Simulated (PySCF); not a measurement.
**`c1c[p-]cp1`, [C3H3P2]-, charge -1**

Geometry:
```csv
atom,x (Å),y (Å),z (Å)
C1,-0.816,0.722,0.317
C2,-0.993,-0.519,-0.283
P3,0.458,-1.450,-0.641
C4,1.539,-0.238,-0.004
P5,0.840,1.221,0.649
H6,-1.667,1.366,0.575
H7,-1.993,-0.906,-0.523
H8,2.625,-0.389,-0.013
```

Total charge -1.

The calculation used PySCF 2.14.0, GIAO B3LYP/pcseg-1 magnetisability, rotational g tensor and spin-rotation constants, non-relativistic, gas phase. Geometry: PBE0-D3(BJ)/def2-SVP.

For an ion the centre-of-mass motion in the field is neglected.

(1) Give the nuclear spin-rotation constants along the inertial axes (H = +C I·J) beside the isotropic shieldings.

## Answers

(1) Rotational constants 6.6035, 3.2955, 2.1984 GHz. A star marks the isotopologue with that one atom substituted, in its own axes.
| atom | isotope | Caa (kHz) | Cbb (kHz) | Ccc (kHz) | mean (kHz) | σ (ppm) |
| --- | --- | --- | --- | --- | --- | --- |
| P3 | 31P | 13.862 | 8.300 | 3.144 | 8.435 | 147.9 |
| P5 | 31P | 13.867 | 8.302 | 3.144 | 8.438 | 147.7 |
| H6 | 1H | -0.131 | 0.264 | -0.178 | -0.015 | 23.7 |
| H7 | 1H | -0.131 | 0.264 | -0.178 | -0.015 | 23.7 |
| H8 | 1H | -0.502 | 0.529 | -0.202 | -0.059 | 22.9 |
| C1 | 13C* | 2.631 | 1.485 | 0.333 | 1.483 | 45.0 |
| C4 | 13C* | 2.200 | 2.124 | 0.298 | 1.541 | 21.4 |

For the geometry as given, no vibrational averaging.
